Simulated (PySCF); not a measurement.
# Bond length, frequency and bond energy of BF⁺ by level of theory

State: ²Σ⁺ (doublet), unpaired electrons σ ↑. Set-up: B def2-TZVPPD, F def2-TZVPPD; no relativity (PySCF 2.14). De refers to B⁺ + F in their high-spin ground configurations, without counterpoise correction. The functionals are run spin-unrestricted. A positive dipole points towards F; it is taken about the centre of mass and depends on that origin.

| Level | Re (Å) | ωe (cm⁻¹) | De (eV) | μ (D) |
| --- | --- | --- | --- | --- |
| UHF | 1.198 | 1797 | 4.18 | -3.69 |
| UHF-MP2 | 1.219 | 1696 | 5.62 | n/a |
| UHF-SCS-MP2 | 1.218 | 1697 | 5.24 | n/a |
| UHF-CCSD | 1.215 | 1712 | 4.69 | n/a |
| UHF-CCSD(T) | 1.219 | 1686 | 4.86 | n/a |
| PBE | 1.225 | 1640 | 5.91 | -3.28 |
| BP86 | 1.226 | 1633 | 5.81 | -3.30 |
| TPSS | 1.224 | 1641 | 5.65 | -3.31 |
| r²SCAN | 1.217 | 1681 | 5.91 | -3.37 |
| B3LYP | 1.215 | 1688 | 5.51 | -3.41 |
| PBE0 | 1.212 | 1707 | 5.58 | -3.39 |
| r²SCAN0 | 1.209 | 1727 | 5.59 | -3.45 |
| HSE06 | 1.213 | 1704 | 5.57 | -3.39 |
| B2PLYP | 1.216 | 1687 | 5.44 | -3.60 |

(1) Which functional lies closest to UHF-CCSD(T) in De, which farthest, and by how much do they differ from it?

(2) What does the step from GGA to meta-GGA do here, going from PBE to r²SCAN?

(3) What does second-order correlation do here, going from UHF to UHF-MP2?

Correlated steps freeze 2 core orbitals. For an ion De counts to the pair picked by the measured ionisation energies or electron affinities, which need not be the lowest pair at this level. B2PLYP dipoles, levels and charges come from its SCF part alone. The state is the lowest determinant that a PBE0 search found; another state may lie lower at other levels.

The whole job (state search and all levels along the bond) took about 3.8 min on 1 thread of Intel Xeon Platinum 8488C (shared host), peak memory 2.2 GiB.

Results:

(1) Closest is B2PLYP (-0.3 pm in Re, +0.1 % in ωe, +0.58 eV in De against UHF-CCSD(T) in the same basis), farthest PBE (+0.6 pm in Re, -2.7 % in ωe, +1.05 eV in De). CCSD(T) converges more slowly with the basis than the functionals do and binds too weakly in this one, so the order can change at the basis-set limit.

(2) r²SCAN less PBE: -0.8 pm in Re, +2.5 % in ωe, +0.00 eV in De. 

(3) UHF-MP2 less UHF: +2.1 pm in Re, -5.6 % in ωe, +1.44 eV in De. Correlation nearly always deepens the well. The bond lengthens, as in strong covalent bonds, where excitations into antibonding orbitals dominate.
